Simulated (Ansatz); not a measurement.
**C2H7Al (SMILES [CH3][AlH][CH3]) at r2SCAN/def2-SVPD**

What is the vertical electron affinity of C2H7Al at r2SCAN/def2-SVPD? 

The results are computed with Ansatz 0.2.0.

36 further runs of the same task are left out: 36 set aside as unsound or not needed.

### 1 The structure to begin with

C2H7Al: 10 atoms, total charge 0, spin state singlet. As SMILES, `[CH3][AlH][CH3]`. The coordinates come from a PBE0-D4/def2-TZVP relaxation.

Bond lengths: C1–Al2 1.954 Å, Al2–C3 1.954 Å, C1–H4 1.095 Å, C1–H5 1.092 Å, C1–H6 1.096 Å, Al2–H7 1.595 Å, C3–H8 1.093 Å, C3–H9 1.095 Å, C3–H10 1.096 Å. Some angles: C1–Al2–C3 121.2°, C1–Al2–H7 120.2°, C3–Al2–H7 118.5°, Al2–C1–H4 111.1°, Al2–C1–H5 113.4°, Al2–C1–H6 110.4°, Al2–C3–H8 113.4°, Al2–C3–H9 111.0°, Al2–C3–H10 110.5°, H4–C1–H5 108.0°.

### 2 A single-point energy at r2SCAN/def2-SVPD

input.yaml

```yaml
crystal:
  periodic: [false, false, false]
  atoms:
    - {symbol: C, position_ang: [-1.219100, 0.923600, -0.783300]}
    - {symbol: Al, position_ang: [0.496800, 0.021800, -0.536400]}
    - {symbol: C, position_ang: [0.903900, -0.949000, 1.109700]}
    - {symbol: H, position_ang: [-2.054000, 0.233200, -0.621200]}
    - {symbol: H, position_ang: [-1.337000, 1.368500, -1.773800]}
    - {symbol: H, position_ang: [-1.340300, 1.723700, -0.043600]}
    - {symbol: H, position_ang: [1.605700, 0.078800, -1.681200]}
    - {symbol: H, position_ang: [0.069000, -0.980000, 1.814000]}
    - {symbol: H, position_ang: [1.201900, -1.980900, 0.894300]}
    - {symbol: H, position_ang: [1.756300, -0.490900, 1.624500]}
basis:
  gaussian:
    orbitals: def2-SVPD
hamiltonian:
  xc: r2scan
accuracy: high
output:
  orbitals: {seedname: orbitals}
```

Launch:

```bash
$ ansatz run input.yaml --threads 1 --pin off --max-ram 3480MiB --events-out events.jsonl --progress --plain --runs-dir runs
```

Standard output:

```text
Warning: RAYON_NUM_THREADS=1 ignored (pool sized by the plan → 1); use --threads N
Functional definition: r2SCAN
  name "r2SCAN"
  parameter k0 = 0.174
  parameter k1 = 0.065
  parameter a1 = 4.9479
  exchange = r2scan_x(k0 = k0, k1 = k1, a1 = a1)
  correlation = r2scan_c
2444 factors; integrals over basis functions are off by at most 3.6e-9 eV
mean field evaluation 1: about -8767.4525 eV, gradient 7.0e1 eV
mean field evaluation 2: about -8757.4565 eV, gradient 8.6e1 eV
mean field evaluation 4: about -8779.3855 eV, gradient 1.9e0 eV
mean field evaluation 8: about -8779.4023 eV, gradient 9.5e-2 eV
mean field evaluation 16: about -8779.4024 eV, gradient 4.4e-6 eV
mean field -8779.40235968 eV, -322.6370858256 hartree, gradient 6.2e-8 eV, S^2 0.000000; 0 other end points of the search recorded, 0 dependent functions left out
reference -8779.40236107 eV, -322.6370858767 hartree; 16, 16 occupied and 104, 104 virtual orbitals, 2444 factors
Total energy: -8779.40236107 eV, -322.6370858767 hartree
```

It took 16 s on 1 thread of Arm Neoverse V2, shared host; peak memory 0.42 GiB.

### 3 The doublet anion

input.yaml

```yaml
crystal:
  periodic: [false, false, false]
  atoms:
    - symbol: C
      position_ang: [-1.219100, 0.923600, -0.783300]
    - symbol: Al
      position_ang: [0.496800, 0.021800, -0.536400]
    - symbol: C
      position_ang: [0.903900, -0.949000, 1.109700]
    - symbol: H
      position_ang: [-2.054000, 0.233200, -0.621200]
    - symbol: H
      position_ang: [-1.337000, 1.368500, -1.773800]
    - symbol: H
      position_ang: [-1.340300, 1.723700, -0.043600]
    - symbol: H
      position_ang: [1.605700, 0.078800, -1.681200]
    - symbol: H
      position_ang: [0.069000, -0.980000, 1.814000]
    - symbol: H
      position_ang: [1.201900, -1.980900, 0.894300]
    - symbol: H
      position_ang: [1.756300, -0.490900, 1.624500]
basis:
  gaussian: {orbitals: def2-SVPD}
magnetization: {spin_polarized: true, initial_magnetization: 1}
accuracy: high
hamiltonian: {xc: {name: r2SCAN}}
output: {orbitals: {seedname: orbitals}}
total_charge: -1
```

Launch:

```bash
$ ansatz run input.yaml --threads 1 --pin off --max-ram 3480MiB --events-out events.jsonl --progress --plain --runs-dir runs
```

Standard output:

```text
Warning: RAYON_NUM_THREADS=1 ignored (pool sized by the plan → 1); use --threads N
[... 7 set-up lines as earlier in the session ...]
2446 factors; integrals over basis functions are off by at most 3.5e-9 eV
mean field evaluation 1: about -8773.1260 eV, gradient 3.3e1 eV
mean field evaluation 2: about -8767.8348 eV, gradient 4.4e1 eV
mean field evaluation 4: about -8778.8047 eV, gradient 1.0e0 eV
mean field evaluation 8: about -8778.8149 eV, gradient 4.2e-2 eV
mean field evaluation 16: about -8778.8150 eV, gradient 9.0e-5 eV
mean field evaluation 32: about -8778.4463 eV, gradient 3.3e0 eV
mean field -8778.81495907 eV, -322.6154992512 hartree, gradient 2.1e-8 eV, S^2 0.759112; 3 other end points of the search recorded, 0 dependent functions left out
reference -8778.81496558 eV, -322.6154994905 hartree; 17, 16 occupied and 103, 104 virtual orbitals, 2446 factors
Total energy: -8778.81496558 eV, -322.6154994905 hartree
```

Wall time 42 s (1 thread of Arm Neoverse V2, shared host); peak memory 0.6 GiB.

### 4 Results

At r2SCAN/def2-SVPD:

| quantity | value |
| --- | --- |
| singlet C2H7Al: total energy | -322.63709 Eh |
| singlet C2H7Al: HOMO energy | -6.78 eV |
| singlet C2H7Al: LUMO energy | -1.27 eV |
| singlet C2H7Al: HOMO–LUMO gap | 5.52 eV |
| doublet anion: total energy | -322.61550 Eh |
| doublet anion: HOMO energy (highest over α and β) | 2.87 eV |
| doublet anion: LUMO energy (lowest over α and β) | 3.76 eV |
| doublet anion: ⟨S²⟩ | 0.759 |
| vertical electron affinity (to the doublet anion) | -0.587 eV |

In words: The anion lies 0.59 eV (13.5 kcal/mol) above the neutral: the electron isn't bound at this level, and such a value depends on the basis. The HOMO (doublet anion) lies at positive energy, 2.87 eV, as semi-local functionals often give for anions; only total energies tell whether the electron is bound.
